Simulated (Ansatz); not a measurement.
**OF⁺, triplet: the ladder up to full CI**

Geometry: that of the OF⁺, singlet, kept fixed.

```yaml
atoms:
  - { symbol: O, position_ang: [0.0000, 0.0000, 0.0000] }
  - { symbol: F, position_ang: [0.0000, 0.0000, 1.2083] }
```

Basis 6-31G; Ansatz 0.2.0. Correlated methods freeze the noble-gas cores, which leaves 12 electrons in 16 orbitals. Prefix R: restricted or restricted open-shell reference; prefix U: unrestricted. Active spaces: valence = (12e, 8o) chosen from the atoms' valence shells.

Full CI is exact within this basis and frozen core; it isn't the basis-set limit. The frozen core follows each run's orbitals, which can shift R against U totals by a few meV.

For open shells CISD and CISDTQ are restricted-active-space CI with the open shells as a complete middle space.

The UHF ⟨S²⟩ is 2.026, the T1 diagnostic (RCCSD) is 0.0529 and the largest doubles amplitude (RCCSD) is 0.082. The T1 diagnostic (UCCSD) is 0.0477.

```json
{"level": "RHF", "E − E(full CI) (kJ/mol)": "635.6", "share of correlation (%)": "0.00", "wall time": "–"}
{"level": "UHF", "E − E(full CI) (kJ/mol)": "607.7", "share of correlation (%)": "4.39", "wall time": "–"}
{"level": "RMP2", "E − E(full CI) (kJ/mol)": "59.0", "share of correlation (%)": "90.72", "wall time": "–"}
{"level": "UMP2", "E − E(full CI) (kJ/mol)": "59.4", "share of correlation (%)": "90.65", "wall time": "–"}
{"level": "CISD", "E − E(full CI) (kJ/mol)": "57.8", "share of correlation (%)": "90.91", "wall time": "0.66 s"}
{"level": "RCCSD", "E − E(full CI) (kJ/mol)": "22.5", "share of correlation (%)": "96.46", "wall time": "–"}
{"level": "UCCSD", "E − E(full CI) (kJ/mol)": "21.7", "share of correlation (%)": "96.59", "wall time": "–"}
{"level": "RCCSD(T)", "E − E(full CI) (kJ/mol)": "5.7", "share of correlation (%)": "99.11", "wall time": "0.39 s"}
{"level": "UCCSD(T)", "E − E(full CI) (kJ/mol)": "5.9", "share of correlation (%)": "99.07", "wall time": "0.39 s"}
{"level": "BCCD(T)", "E − E(full CI) (kJ/mol)": "5.6", "share of correlation (%)": "99.11", "wall time": "0.39 s"}
{"level": "RCCSDT", "E − E(full CI) (kJ/mol)": "2.0", "share of correlation (%)": "99.68", "wall time": "–"}
{"level": "UCCSDT", "E − E(full CI) (kJ/mol)": "2.0", "share of correlation (%)": "99.69", "wall time": "–"}
{"level": "CISDTQ", "E − E(full CI) (kJ/mol)": "1.9", "share of correlation (%)": "99.70", "wall time": "13 s"}
{"level": "RCCSDT(Q)", "E − E(full CI) (kJ/mol)": "0.3", "share of correlation (%)": "99.96", "wall time": "4.1 s"}
{"level": "UCCSDT(Q)", "E − E(full CI) (kJ/mol)": "-0.7", "share of correlation (%)": "100.12", "wall time": "3.2 s"}
{"level": "RCCSDTQ", "E − E(full CI) (kJ/mol)": "0.2", "share of correlation (%)": "99.97", "wall time": "50 s"}
{"level": "UCCSDTQ", "E − E(full CI) (kJ/mol)": "0.1", "share of correlation (%)": "99.98", "wall time": "50 s"}
{"level": "CASSCF (valence space)", "E − E(full CI) (kJ/mol)": "364.6", "share of correlation (%)": "42.63", "wall time": "–"}
{"level": "NEVPT2 (valence space)", "E − E(full CI) (kJ/mol)": "64.9", "share of correlation (%)": "89.79", "wall time": "0.24 s"}
{"level": "NEVPT4(SD) (valence space)", "E − E(full CI) (kJ/mol)": "10.6", "share of correlation (%)": "98.33", "wall time": "0.81 s"}
{"level": "MRCISD (valence space)", "E − E(full CI) (kJ/mol)": "18.5", "share of correlation (%)": "97.09", "wall time": "–"}
{"level": "MRCISD+Q (valence space)", "E − E(full CI) (kJ/mol)": "6.2", "share of correlation (%)": "99.03", "wall time": "0.87 s"}
```

The correlation energy at full CI, counted from RHF, is -6.587 eV. That run took 4.1 min on 1 thread of Arm Neoverse V1, shared host over 16,028,928 determinants.

Times hold each run's SCF and search for its determinant on a shared host, so for small cases they say little of a method's own cost; they ran on 1 thread of Arm Neoverse V1. Some runs computed forces too.

Not variational, and here over 5 meV under the exact energy: UCCSDT(Q).

The full-CI state has the irrep A2 of C2v, in the program's axes (one component, if the state is degenerate).

Natural occupations of full CI about the gap: 1.961 1.961 1.936 1.020 1.020 0.067 0.013 0.013 0.009 0.007; effectively unpaired electrons, Σ n²(2−n)², 2.05.
